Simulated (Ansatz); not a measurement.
Gas-phase electronic energies from Ansatz, PBE0-D4/def2-TZVP geometries. CBS: MP2 limit from def2 TZ/QZ plus the TZ coupled-cluster correction, frozen cores. DFT in def2-TZVPP. HSE06 is defined as in plane-wave codes. One conformer a species, not always the lowest.

Consider the isomerisation: `CSC1C=N1` → `CC(=N)C=S`.

```json
{"level": "LDA (SPW92)", "ΔE (kcal/mol)": "-27.9", "difference from CCSD(T)/CBS": "1.2"}
{"level": "BLYP-D4", "ΔE (kcal/mol)": "-31.6", "difference from CCSD(T)/CBS": "-2.5"}
{"level": "r2SCAN-D4", "ΔE (kcal/mol)": "-28.1", "difference from CCSD(T)/CBS": "1.0"}
{"level": "B97M-V", "ΔE (kcal/mol)": "-28.6", "difference from CCSD(T)/CBS": "0.5"}
{"level": "r2SCANh-D4", "ΔE (kcal/mol)": "-27.6", "difference from CCSD(T)/CBS": "1.5"}
{"level": "HSE06-D4", "ΔE (kcal/mol)": "-26.4", "difference from CCSD(T)/CBS": "2.7"}
{"level": "ωB97M-V", "ΔE (kcal/mol)": "-27.1", "difference from CCSD(T)/CBS": "2.0"}
{"level": "B2PLYP", "ΔE (kcal/mol)": "-30.0", "difference from CCSD(T)/CBS": "-0.9"}
{"level": "BLYP", "ΔE (kcal/mol)": "-31.2", "difference from CCSD(T)/CBS": "-2.1"}
{"level": "r2SCAN0", "ΔE (kcal/mol)": "-27.0", "difference from CCSD(T)/CBS": "2.1"}
{"level": "CAM-B3LYP", "ΔE (kcal/mol)": "-29.0", "difference from CCSD(T)/CBS": "0.1"}
{"level": "SCS-MP2/def2-TZVPP", "ΔE (kcal/mol)": "-28.0", "difference from CCSD(T)/CBS": "1.1"}
{"level": "HF/def2-QZVPP", "ΔE (kcal/mol)": "-29.8", "difference from CCSD(T)/CBS": "-0.7"}
{"level": "MP2/def2-QZVPP", "ΔE (kcal/mol)": "-26.9", "difference from CCSD(T)/CBS": "2.2"}
{"level": "HF/CBS(def2)", "ΔE (kcal/mol)": "-29.8", "difference from CCSD(T)/CBS": "-0.7"}
{"level": "CCSD/CBS(def2)", "ΔE (kcal/mol)": "-28.4", "difference from CCSD(T)/CBS": "0.7"}
{"level": "CCSD(T)/CBS", "ΔE (kcal/mol)": "-29.1", "difference from CCSD(T)/CBS": "0"}
```

Largest T1 diagnostic among the species: 0.014.

Leaving LDA and LC-ωPBE aside and taking each functional with its dispersion term where it has one, the values, not all of them listed here, spread over 6.7 kcal/mol, from BLYP-D4 to ωB97X-V. LDA lies −0.8 kcal/mol from PBE without D4. At CCSD(T), def2-SVP lies −4.0 kcal/mol from the extrapolated value and def2-TZVPP −1.1 kcal/mol.

CCSD(T)/CBS has its own doubt, a few kJ/mol and more with outer-core shells, so smaller differences from it don't rank the levels.
